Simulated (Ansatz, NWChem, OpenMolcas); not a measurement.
**A ladder of methods for C2H3F3 (1,1,1-trifluoroethane)**

C2H3F3 has 8 atoms, charge 0, and is taken as a singlet. SMILES: `CC(F)(F)F`. The shape is that of a PBE0-D4/def2-TZVP optimisation.

Each level gives the vertical energy of the triplet above the singlet (eV). The values are calculated.

```tsv
level	kind	program	value (eV)	CPU time (all runs)
HF/cc-pVDZ	Hartree–Fock	NWChem	11.38	1.8 min
M06-L/cc-pVDZ	meta-GGA	OpenMolcas	11.32	5.5 min
r2SCAN/cc-pVDZ	meta-GGA	OpenMolcas	10.94	5.3 min
B3LYP/cc-pVDZ	global hybrid	Ansatz	11.16	45 s
PBE0/cc-pVDZ	global hybrid	Ansatz	11.26	41 s
r2SCAN0/cc-pVDZ	hybrid meta-GGA	Ansatz	11.38	72 s
RPA@PBE/cc-pVDZ	RPA	Ansatz	11.26	1.9 min
CCSD/cc-pVDZ	coupled cluster or CI	Ansatz	11.78	3 min
```

The values span 10.94 to 11.78 eV. A triplet this far above the singlet is often a Rydberg-like or dissociative state; sets without diffuse functions put Rydberg states too high. Times are those of the runs behind each value, whatever else they computed, on shared processors of several kinds: orders of magnitude only.
